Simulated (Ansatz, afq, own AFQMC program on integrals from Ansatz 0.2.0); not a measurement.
## GeH3⁻, singlet → GeH3, doublet

```xyz
4

Ge    0.0002    0.0000   -0.0355
H     1.3433    0.0091    0.8611
H    -0.6865    1.1625    0.8504
H    -0.6705   -1.1720    0.8501
```

E(doublet, charge +0) − E(singlet, charge -1) at this geometry, on RHF and UHF determinants.

Basis aug-cc-pVDZ. Noble-gas cores (and the filled d shells of Ga–Kr and In–Xe) are frozen. Ansatz 0.2.0 and our own AFQMC program on the same integrals; the CISD trial comes from CCSD amplitudes, and released means the phaseless constraint is let go. Error bars are statistical, one sigma. No spin–orbit coupling. The errors of all members are added in quadrature.

No full CI on the walks' own integrals is used here; CCSDT(Q) serves as the reference and is uncertain by about the last step of the cluster series. Each member takes its own surest rung, up to full CI.

Errors are counted within aug-cc-pVDZ, not against nature.

Cautions: inner d shell frozen; no relativity below Rb; no spin-orbit coupling.

```json
{"level": "MP2", "vertical detachment energy (kcal/mol)": "44.4"}
{"level": "CCSD", "vertical detachment energy (kcal/mol)": "45.4"}
```

Task: From these cheaper values, estimate the vertical detachment energy at the reference level in aug-cc-pVDZ.

Result: 46.4 kcal/mol (CCSDT(Q) in aug-cc-pVDZ).

| level | vertical detachment energy (kcal/mol) | error against CCSDT(Q) (kcal/mol) |
| --- | --- | --- |
| HF | 27.5 | -18.9 |
| CCSD(T) | 46.3 | -0.1 |
| CCSDT | 46.3 | -0.1 |
| ph-AFQMC/HF | 49.2 ± 1.0 | 2.9 ± 1.0 |

Correlation beyond CCSD(T) adds 0.1 kcal/mol. The perturbative (T) step is worth +0.9 kcal/mol.

A walk keeps the symmetry of its determinant, which the program's search chose and which needn't be the lowest solution, so a lower state of the same spin and another symmetry isn't excluded.
